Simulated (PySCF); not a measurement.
Values are calculated unless marked as measured or tabulated.
# SiH3NF

SiH3NF is a small molecule (built as: Si site whose three back bonds go to F, H, H; end group NH), neutral, doublet. The structure, one conformer, was relaxed in the gas phase by PBE0-D3(BJ)/def2-SVP. No frequency run checks that it is a minimum.

SMILES: [NH][SiH2]F

```
atom   x (Å)   y (Å)   z (Å)
 Si1  -0.077   0.362   0.220
  F2   1.036   0.075   1.371
  N3  -0.339  -0.952  -0.886
  H4   0.392   1.525  -0.581
  H5  -1.375   0.629   0.898
  H6   0.202  -1.813  -0.751
```

EPR values by unrestricted B3LYP, IGLO-III on F N Si, pcH-1 on H.

(1) Predict g and the largest hyperfine couplings. Where does the spin sit?

(2) How do the isotropic couplings move with BHandHLYP?

Results:

(1) g = 2.0022, 2.0040, 2.0093. The spin sits on N3 (99 %, bonded to 1 Si + 1 H) by Mulliken populations.
```tsv
atom	isotope	isotropic (MHz)	dipolar, principal values (MHz)
N3	14N	27.4	-41.0, -40.2, 81.2
H6	1H	-57.0	-50.5, -8.1, 58.6
H5	1H	91.6	-4.1, -2.1, 6.2
H4	1H	90.6	-4.1, -2.1, 6.2
Si1	29Si	61.2	-2.9, -0.2, 3.1
F2	19F	-21.2	-1.8, -0.2, 2.0
```

(2) N3 27.4 to 36.5 MHz, H6 -57.0 to -66.4 MHz, H5 91.6 to 72.4 MHz, H4 90.6 to 71.6 MHz.
